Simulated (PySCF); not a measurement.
## AlCl⁺: energy against distance

Set-up: Al def2-TZVP, Cl def2-TZVP; no relativity (PySCF 2.14). Energies in eV from Al⁺ + Cl in their ground configurations at the same level. State: ²Σ⁺ (doublet), unpaired electrons σ ↑.

All columns are PBE0. A positive dipole points towards Cl; it is taken about the centre of mass and depends on that origin.

```json
{"R (Å)": "1.743", "E (eV)": "-0.875", "μ (D)": "-4.12", "Mulliken charge on Al (basis-dependent)": "0.79", "HOMO (eV)": "-14.35", "LUMO (eV)": "-10.57", "Mayer bond order": "1.83", "⟨S²⟩": "0.75"}
{"R (Å)": "1.824", "E (eV)": "-1.584", "μ (D)": "-4.54", "Mulliken charge on Al (basis-dependent)": "0.83", "HOMO (eV)": "-14.49", "LUMO (eV)": "-10.75", "Mayer bond order": "1.77", "⟨S²⟩": "0.75"}
{"R (Å)": "1.905", "E (eV)": "-1.969", "μ (D)": "-4.97", "Mulliken charge on Al (basis-dependent)": "0.87", "HOMO (eV)": "-14.61", "LUMO (eV)": "-10.93", "Mayer bond order": "1.70", "⟨S²⟩": "0.75"}
{"R (Å)": "1.966", "E (eV)": "-2.103", "μ (D)": "-5.28", "Mulliken charge on Al (basis-dependent)": "0.90", "HOMO (eV)": "-14.69", "LUMO (eV)": "-11.07", "Mayer bond order": "1.65", "⟨S²⟩": "0.75"}
{"R (Å)": "2.027", "E (eV)": "-2.140", "μ (D)": "-5.59", "Mulliken charge on Al (basis-dependent)": "0.93", "HOMO (eV)": "-14.76", "LUMO (eV)": "-11.19", "Mayer bond order": "1.60", "⟨S²⟩": "0.75"}
{"R (Å)": "2.088", "E (eV)": "-2.103", "μ (D)": "-5.89", "Mulliken charge on Al (basis-dependent)": "0.95", "HOMO (eV)": "-14.82", "LUMO (eV)": "-11.32", "Mayer bond order": "1.55", "⟨S²⟩": "0.75"}
{"R (Å)": "2.169", "E (eV)": "-1.972", "μ (D)": "-6.26", "Mulliken charge on Al (basis-dependent)": "0.98", "HOMO (eV)": "-14.89", "LUMO (eV)": "-11.47", "Mayer bond order": "1.48", "⟨S²⟩": "0.75"}
{"R (Å)": "2.270", "E (eV)": "-1.728", "μ (D)": "-6.68", "Mulliken charge on Al (basis-dependent)": "1.01", "HOMO (eV)": "-14.95", "LUMO (eV)": "-11.62", "Mayer bond order": "1.38", "⟨S²⟩": "0.76"}
{"R (Å)": "2.392", "E (eV)": "-1.384", "μ (D)": "-7.06", "Mulliken charge on Al (basis-dependent)": "1.03", "HOMO (eV)": "-14.77", "LUMO (eV)": "-11.76", "Mayer bond order": "1.25", "⟨S²⟩": "0.76"}
{"R (Å)": "2.554", "E (eV)": "-0.940", "μ (D)": "-7.35", "Mulliken charge on Al (basis-dependent)": "1.03", "HOMO (eV)": "-14.52", "LUMO (eV)": "-11.84", "Mayer bond order": "1.03", "⟨S²⟩": "0.77"}
```

A fit through these points gives, at Re = 2.024 Å, μ = -5.57 D and dμ/dR = -5.02 D/Å; the reduced mass is 15.23 u.

Task: How strong is the fundamental in the double-harmonic approximation, I = 42.26·(dμ/dR)²/μred km/mol?

Result: I = 42.26·(-5.02)²/15.23 = 69.9 km/mol at PBE0.

For an ion De counts to the pair picked by the measured ionisation energies or electron affinities, which need not be the lowest pair at this level. The state is the lowest determinant that a PBE0 search found; another state may lie lower at other levels.
